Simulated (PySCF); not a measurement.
Species: pyridazine, C4H4N2.
Atom-mapped SMILES: `[cH:1]1[cH:2][cH:3][n:4][n:5][cH:6]1` (hydrogens: H7 on C1; H8 on C2; H9 on C3; H10 on C6)

Method used: PBE0-D3(BJ)/def2-SVP geometry optimisation, gas phase (PySCF).

List the bond lengths and angles at this level.

```json
{"bond": "C1–C2", "length (bohr)": "2.615"}
{"bond": "C3–N4, N5–C6", "length (bohr)": "2.513"}
{"bond": "N4–N5", "length (bohr)": "2.486"}
{"bond": "C1–C6, C2–C3", "length (bohr)": "2.639"}
{"bond": "C1–H7, C2–H8", "length (bohr)": "2.064"}
{"bond": "C3–H9, C6–H10", "length (bohr)": "2.068"}
```

Bonds in one row agree within 0.02 bohr and their mean is given. A selection of angles:
```json
{"angle": "C2–C1–C6", "degrees": "116.7"}
{"angle": "C2–C1–H7", "degrees": "122.2"}
{"angle": "C6–C1–H7", "degrees": "121.1"}
{"angle": "C2–C3–N4", "degrees": "123.4"}
{"angle": "C2–C3–H9", "degrees": "121.3"}
{"angle": "N4–C3–H9", "degrees": "115.2"}
{"angle": "C3–N4–N5", "degrees": "119.9"}
```

N4 (pyridine-type nitrogen) is bent (angle 119.9°). The 6-membered ring C1–C2–C3–N4–N5–C6 has internal angles of 116.7° to 123.4°; it is planar, 0.00 Å rms from its mean plane, widest ring torsion 0°. The 6 heavy atoms lie in one plane (0.000 Å rms).

Point group: C2v (every atom within 0.08 Å of its image). Stationary, but not proved a minimum.
